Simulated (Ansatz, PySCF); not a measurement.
tetrafluoromethane (CF₄), SMILES FC(F)(F)F.

Coordinates come from a B3LYP-D3(BJ)/def2-SVP optimisation.

Vertical ionisation energy (IE) and electron affinity (EA) in eV. Rows of orbital energies are one-electron estimates. Where ΔSCF, EOM or ADC give a negative EA the extra electron is unbound and the value depends on the basis.

```csv
level,IE,EA
"−ε(HOMO), −ε(LUMO), CAM-B3LYP/def2-TZVPD (PySCF)",14.30,-0.80
"−ε(HOMO), −ε(LUMO), PBE/def2-TZVPD (PySCF)",10.41,0.16
"ΔSCF, PBE0/def2-SVPD (Ansatz), final states of multiplicity 2 and 2",15.70,-1.84
"ΔSCF, PBE/def2-SVPD (Ansatz), final states of multiplicity 2 and 2",14.67,-1.70
```

Q: What vertical singlet–triplet gap does ΔSCF give with PBE0/def2-SVPD (Ansatz, a quantum-chemistry and plane-wave program) and with PBE/def2-SVPD (Ansatz)? (The exact figures need the calculation; the answer reports its results.)

A: 12.36 and 11.12 eV (triplet above singlet where positive).
